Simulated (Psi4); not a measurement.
**CHF2O (SMILES O[C](F)F), run twice**

Aim: the vertical excitations of CHF2O at TD-B97-2/pcseg-1 (tdscf states 4).

The results are computed with Psi4 1.11.

2 further runs of the same task are left out: 2 set aside as unsound or not needed.

## (1) Starting point

CHF2O: 5 atoms, total charge 0, spin state doublet. SMILES: `O[C](F)F`. Geometry: relaxed at GFN2-xTB. This is one conformer, not always the lowest.

Bond lengths: O1–C2 1.317 Å, C2–F3 1.344 Å, C2–F4 1.345 Å, O1–H5 0.974 Å. Angles: O1–C2–F3 116.5°, O1–C2–F4 116.3°, F3–C2–F4 108.6°, C2–O1–H5 115.0°.

## (2) Try one

Input file chf2o.in:

```
memory 1600 mb

molecule mol {
  1 2
  O
  C 1 1.316522
  F 2 1.344196 1 116.48352
  F 2 1.345388 1 116.34621 3 130.09318
  H 1 0.97378 2 114.96792 3 -25.52453
  symmetry c1
  no_reorient
  no_com
}

set globals {
  basis        pcseg-1
  reference    uks
  scf_type     pk
  tdscf_states 4
  tdscf_tda    false
}

e_tot, wfn = energy('td-b97-2', return_wfn=True)
```

Run with:

```console
psi4 -n 1 chf2o.in chf2o.out
```

chf2o.out:

```text
Psi4 1.11 release

qcelemental.exceptions.ValidationError: Inconsistent or unspecified chg/mult: sys chg: None, frag chg: [1.0], sys mult: None, frag mult: [2]

Printing out the relevant lines from the Psithon --> Python processed input file:
    from psi4.driver.wrapper_database import database, db, DB_RGT, DB_RXN
    from psi4.driver.wrapper_autofrag import auto_fragments
    psi4_io = core.IOManager.shared_object()
    core.set_memory_bytes(1600000000)

--> mol = geometry("""
      1 2
      O
      C 1 1.316522
      F 2 1.344196 1 116.48352
      F 2 1.345388 1 116.34621 3 130.09318

!----------------------------------------------------------------------------------!
!                                                                                  !
!  Inconsistent or unspecified chg/mult: sys chg: None, frag chg: [1.0], sys mult: !
!     None, frag mult: [2]                                                         !
!                                                                                  !
!----------------------------------------------------------------------------------!

    Psi4 run time: 0:00:00.00
```

Wall time 0.66 s (1 thread of AMD EPYC 9R45 (Zen 5), shared host); peak memory 0.13 GiB.

## (3) Diagnosis

The program refused the input.

The telling line is `qcelemental.exceptions.ValidationError: Inconsistent or unspecified chg/mult: sys chg: None, frag chg: [1.0], sys mult: None, frag mult: [2]`. What is wrong: charge and multiplicity as typed don't fit the electron count or the species meant. To mend it: charge 0 in place of 1. That is the species meant; for the charge typed, the multiplicity would have to change.

## (4) Try two

Input file calc.inp:

```
memory 1600 MB

molecule {
  0 2
  O
  C 1 1.316522
  F 2 1.344196 1 116.48352
  F 2 1.345388 1 116.34621 3 130.09318
  H 1 0.97378 2 114.96792 3 -25.52453
  symmetry c1
  no_reorient
  no_com
}

set basis pcseg-1
set reference uks
set scf_type pk
set tdscf_states 4
set tdscf_tda false

E = energy('td-b97-2')
```

Run with:

```console
psi4 -i calc.inp -o calc.out -n 1
```

calc.out, cut to the lines that bear on the results:

```text
[...]
  Running in c1 symmetry.
[...]
  Nuclear repulsion =  124.745769606543035
[...]
  Multiplicity = 2
[...]
  Nalpha       = 17
  Nbeta        = 16
[...]
    Number of basis functions: 61
[...]
   @UKS iter   1:  -313.25955806855745   -1.83609e-01   9.73597e-03 ADIIS/DIIS
[...]
   @UKS iter   9:  -313.38128019343469   -9.17129e-09   4.44991e-07 DIIS
[...]
   @S^2 Observed:                7.523761921E-01
[...]
  @UKS Final Energy:  -313.38128019343469
   => Energetics <=
    Nuclear Repulsion Energy =            124.7457696065430355
    One-Electron Energy =                -681.2250706148681729
    Two-Electron Energy =                 271.1897066748182965
    DFT Exchange-Correlation Energy =     -28.0916858599278356
    Empirical Dispersion Energy =           0.0000000000000000
    VV10 Nonlocal Energy =                  0.0000000000000000
    Total Energy =                       -313.3812801934346908
[...]
 Multipole Moments:
 ------------------------------------------------------------------------------------
     Multipole            Electronic (a.u.)      Nuclear  (a.u.)        Total (a.u.)
 ------------------------------------------------------------------------------------
 L = 1.  Multiply by 2.5417464519 to convert [e a0] to [Debye]
 Dipole X            :          0.4170636           -0.2610653            0.1559983
 Dipole Y            :         -0.0630774           -0.4698854           -0.5329628
 Dipole Z            :          2.1556633           -2.7555397           -0.5998764
 Magnitude           :                                                    0.8174573
[...]
**********                               WARNING                                **********
**********       The names of excited state variables changed between 1.5       **********
[...]
**********                               WARNING                                **********
**********  Length-gauge rotatory strengths are **NOT** gauge-origin invariant  **********
[...]
                                    Excitation Energy         Total Energy        Oscillator Strength             Rotatory Strength
[...]
Excited State    1 (1 A):   0.22199 au   205.25 nm f = 0.0309
[...]
Excited State    2 (1 A):   0.24285 au   187.62 nm f = 0.0158
[...]
Excited State    3 (1 A):   0.27921 au   163.19 nm f = 0.0039
[...]
Excited State    4 (1 A):   0.29183 au   156.13 nm f = 0.0005
[...]
```

Wall time 16 s (1 thread of AMD EPYC 9R45 (Zen 5), shared host); peak memory 0.41 GiB.

The roots found:

| excited state | energy (eV) | strength | label |
| --- | --- | --- | --- |
| 1 | 6.041 | 0.0309 | A 1 |
| 2 | 6.608 | 0.0158 | A 1 |
| 3 | 7.598 | 0.0039 | A 1 |
| 4 | 7.941 | 0.0005 | A 1 |

## (5) Summary of results

At TD-B97-2/pcseg-1 (tdscf states 4):

```
                                                     quantity          value
                            ground-state or mean-field energy  -313.38128 Eh
                      dipole moment (B97-2 Kohn–Sham density)         2.08 D
HOMO energy (B97-2 Kohn–Sham orbitals) (highest over α and β)       -6.52 eV
 LUMO energy (B97-2 Kohn–Sham orbitals) (lowest over α and β)       -2.04 eV
                            ⟨S²⟩ of the reference determinant          0.752
                                     lowest excitation energy        6.04 eV
```

What this shows: The brightest of the 4 transitions from the ground state lies at 6.04 eV (205 nm, f = 0.031). The basis has no diffuse functions, so Rydberg states are missing or pushed up, and the true lowest state may lie lower. Roots above 6.5 eV lie over the negative of the HOMO energy, where those of Rydberg kind are poorly described; valence roots are less touched.
